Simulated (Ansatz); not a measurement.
Relaxation of H2N2Si (5 atoms, charge 0, multiplicity 1), to a largest force component of 0.02 eV/Å in at most 50 steps.

All numbers below come from UKS PBE/6-31G* in Ansatz.

```xyz
5
Properties=species:S:1:pos:R:3
N -1.234 -1.766 1.228
Si -0.460 -0.658 0.457
N 0.377 0.548 -0.376
H 0.370 -1.107 -0.632
H 0.061 0.943 -1.250
```

Problem. Where does it end, and by what steps?

Solution. It converged. After 11 steps the energy has fallen by 3.057 eV; H4 moved furthest, 1.04 Å. Parted: Si2–H4. Joined: N3–H4.

```json
{"step": "0", "energy less start (eV)": "0.0000", "largest force component (eV/Å)": "2.672", "accepted": "yes"}
{"step": "1", "energy less start (eV)": "-0.2431", "largest force component (eV/Å)": "0.918", "accepted": "yes"}
{"step": "2", "energy less start (eV)": "-0.7164", "largest force component (eV/Å)": "2.318", "accepted": "yes"}
{"step": "3", "energy less start (eV)": "-1.4739", "largest force component (eV/Å)": "3.360", "accepted": "yes"}
{"step": "4", "energy less start (eV)": "-2.2409", "largest force component (eV/Å)": "3.224", "accepted": "yes"}
{"step": "5", "energy less start (eV)": "-2.5991", "largest force component (eV/Å)": "4.441", "accepted": "yes"}
{"step": "6", "energy less start (eV)": "-3.0108", "largest force component (eV/Å)": "0.538", "accepted": "yes"}
{"step": "7", "energy less start (eV)": "-3.0161", "largest force component (eV/Å)": "1.184", "accepted": "yes"}
{"step": "8", "energy less start (eV)": "-3.0522", "largest force component (eV/Å)": "0.232", "accepted": "yes"}
{"step": "9", "energy less start (eV)": "-3.0520", "largest force component (eV/Å)": "0.508", "accepted": "no"}
{"step": "10", "energy less start (eV)": "-3.0555", "largest force component (eV/Å)": "0.041", "accepted": "yes"}
{"step": "11", "energy less start (eV)": "-3.0567", "largest force component (eV/Å)": "0.013", "accepted": "yes"}
```

```xyz
5
Properties=species:S:1:pos:R:3
N -1.523 -1.624 1.619
Si -0.669 -0.847 0.530
N 0.325 0.033 -0.564
H 1.028 -0.458 -1.117
H -0.047 0.856 -1.041
```

Time of the run: 26 s on 1 CPU thread of a shared host.
